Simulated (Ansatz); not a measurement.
The input, for Ansatz 0.2.0:

```yaml
crystal:
  periodic: [false, false, false]
  atoms:
    - {symbol: C, position_ang: [0.000000, 0.000000, -1.432467]}
    - {symbol: N, position_ang: [0.000000, 0.000000, -0.257167]}
    - {symbol: Ga, position_ang: [0.000000, 0.000000, 1.689633]}
basis:
  gaussian: {orbitals: cc-pVDZ}
total_charge: 1
magnetization: {spin_polarized: true, initial_magnetization: 1}
correlation: {method: ccsdt_q, electrons: outside_noble_gas}
```

```sh
$ ansatz run in.yaml --threads 2 --pin off --events-out ev --progress --plain --max-ram 24576MiB --backend cuda --devices 0, --max-vram 18GiB
```

Output:

```
1044 factors; integrals over basis functions are off by at most 1.7e-7 eV
mean field evaluation 1: about -54830.2465 eV, gradient 3.5e1 eV
mean field evaluation 2: about -54830.2516 eV, gradient 3.5e1 eV
mean field evaluation 4: about -54836.3938 eV, gradient 3.4e0 eV
mean field evaluation 8: about -54836.5431 eV, gradient 2.4e-1 eV
mean field evaluation 16: about -54833.5386 eV, gradient 2.5e1 eV
mean field evaluation 32: about -54832.5838 eV, gradient 1.8e1 eV
mean field evaluation 64: about -54834.8221 eV, gradient 3.8e0 eV
mean field evaluation 96: about -54835.0049 eV, gradient 1.5e1 eV
mean field evaluation 128: about -54832.1228 eV, gradient 3.4e0 eV
mean field evaluation 160: about -54833.6408 eV, gradient 1.9e-2 eV
...
cycle  15  -9.30872275 eV  change    1.3e-4 eV  update   5.6e-5
cycle  16  -9.30869521 eV  change    2.8e-5 eV  update   3.0e-5
cycle  17  -9.30867098 eV  change    2.4e-5 eV  update   1.4e-5
cycle  18  -9.30870646 eV  change   -3.5e-5 eV  update   7.9e-6
cycle  19  -9.30869188 eV  change    1.5e-5 eV  update   3.1e-6
cycle  20  -9.30868591 eV  change    6.0e-6 eV  update   1.3e-6
cycle  21  -9.30868362 eV  change    2.3e-6 eV  update   8.2e-7
cycle  22  -9.30868545 eV  change   -1.8e-6 eV  update   4.2e-7
cycle  23  -9.30868627 eV  change   -8.2e-7 eV  update   1.5e-7
cycle  24  -9.30868669 eV  change   -4.2e-7 eV  update   1.1e-7
perturbative correction -0.06446226 eV, -0.0023689442 hartree
WARN: these amplitudes may be one of several solutions (largest doubles amplitude 0.08, level shift 4.98 eV)
Total energy: -54845.38831123 eV, -2015.5308448984 hartree
```

Ran on 2 threads of AMD EPYC 7R13 with a shared H100 80 GB, shared host: 26 s wall, 0.84 GiB peak host memory.
